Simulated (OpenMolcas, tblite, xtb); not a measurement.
How methods differ on Si2H5O (SMILES O[SiH][SiH3])

Si2H5O has 8 atoms, charge 0, and is taken as a doublet. As SMILES, `O[SiH][SiH3]`. Geometry: relaxed at PBE0-D4/def2-TZVP. This is one conformer, not always the lowest.

```xyz
8

O    -0.9290    0.9384   -1.7171
Si    0.0904    1.1340   -0.4250
Si    0.3142   -0.7742    0.9176
H    -1.8059    0.5984   -1.5303
H     1.3787    1.5823   -1.0244
H     1.1900   -0.4268    2.0690
H     0.8839   -1.9604    0.2167
H    -1.0302   -1.1487    1.4376
```

Each level gives the vertical energy of the quartet above the doublet (eV). The values are calculated.

```tsv
level	kind	program	value (eV)	CPU time (all runs)
IPEA1-xTB	semi-empirical	tblite	3.95	under 2 s
GFN1-xTB	semi-empirical	xtb	5.02	under 2 s
UHF/def2-SVPD	Hartree–Fock	OpenMolcas	5.95	43 s
USVWN5/def2-SVPD	LDA	OpenMolcas	5.38	1.9 min
U-revPBE/def2-SVPD	GGA	OpenMolcas	5.35	3.3 min
UM06-L/def2-SVPD	meta-GGA	OpenMolcas	5.75	4.8 min
UBHLYP/def2-SVPD	global hybrid	OpenMolcas	6.09	3.5 min
UM06-2X/def2-SVPD	hybrid meta-GGA	OpenMolcas	5.88	4.9 min
```

The values span 3.95 to 6.09 eV. The xTB rows lack spin polarisation, so open shells miss the exchange term that lowers them. Times are those of the runs behind each value, whatever else they computed, on shared processors of several kinds: orders of magnitude only.
